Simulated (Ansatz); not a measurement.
Ansatz (a program for electronic structure) input (PBE/6-311++G(2d,2p)): A basis named .json is the Basis Set Exchange file of that set (core-valence sets with the plain set on hydrogen).

Ansatz 0.2 input:
```yaml
crystal:
  periodic: [false, false, false]
  atoms:
    - {symbol: S, position_ang: [-0.00000000, -0.00000000, -1.55270816]}
    - {symbol: C, position_ang: [0.00000000, 0.00000000, 0.00000000]}
    - {symbol: S, position_ang: [0.00000000, 0.00000000, 1.55270816]}
basis:
  gaussian:
    orbitals: 6-311++G_2d_2p_.json
hamiltonian:
  xc: {name: PBE}
magnetization: {spin_polarized: false}
```

Output:

```
Functional definition: PBE
integrals: 0.03 GiB planned
797 factors; their error is unknown
mean field: 0.24 GiB planned
mean field evaluation 1: about -22691.3280 eV, gradient 5.4e1 eV
mean field evaluation 2: about -22658.0270 eV, gradient 1.1e2 eV
mean field evaluation 4: about -22698.2252 eV, gradient 5.0e0 eV
mean field evaluation 8: about -22698.2613 eV, gradient 1.0e-1 eV
mean field evaluation 16: about -22698.2614 eV, gradient 3.7e-6 eV
mean field -22698.26135996 eV, -834.1457195443 hartree, gradient 3.7e-6 eV, S^2 0.000000; 0 other end points of the search recorded, 0 dependent functions left out
reference -22698.26140042 eV, -834.1457210314 hartree; 19, 19 occupied and 78, 78 virtual orbitals, 797 factors
Total energy: -22698.26140042 eV, -834.1457210314 hartree
```
